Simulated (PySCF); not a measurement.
**NaB⁺: energy against distance**

Set-up: PySCF, no relativity, basis sets Na pcseg-2, B pcseg-2. Energies in eV from Na⁺ + B in their ground configurations at the same level. State: ²Σ⁺ (doublet), unpaired electrons σ ↑.

| R (Å) | PBE |
| --- | --- |
| 2.461 | -0.4760 |
| 2.575 | -0.5616 |
| 2.689 | -0.6091 |
| 2.775 | -0.6268 |
| 2.861 | -0.6331 |
| 2.947 | -0.6307 |
| 3.061 | -0.6178 |
| 3.204 | -0.5912 |
| 3.376 | -0.5502 |
| 3.605 | -0.4898 |

Q: Put a parabola through the three lowest points of the PBE curve and estimate Re, k and ωe (reduced mass 7.444 u; 1 eV/Å² = 0.16022 mdyn/Å; ωe = 1302.8·√(k/μ) cm⁻¹).

A: Through R = 2.775, 2.861, 2.947 Å the second-order coefficient is 0.588 eV/Å², so Re ≈ 2.880 Å, k ≈ 0.188 mdyn/Å and ωe ≈ 207 cm⁻¹. A polynomial fit of higher order to the unrounded PBE energies gives Re = 2.877 Å, k = 0.177 mdyn/Å, ωe = 201 cm⁻¹; anharmonicity and rounding make the difference.

The higher-order fit for each curve: PBE: Re = 2.877 Å, ωe = 201 cm⁻¹, De = 0.63 eV.

For an ion De counts to the pair picked by the measured ionisation energies or electron affinities, which need not be the lowest pair at this level. The state was picked by a PBE0 search and need not be the measured ground state.
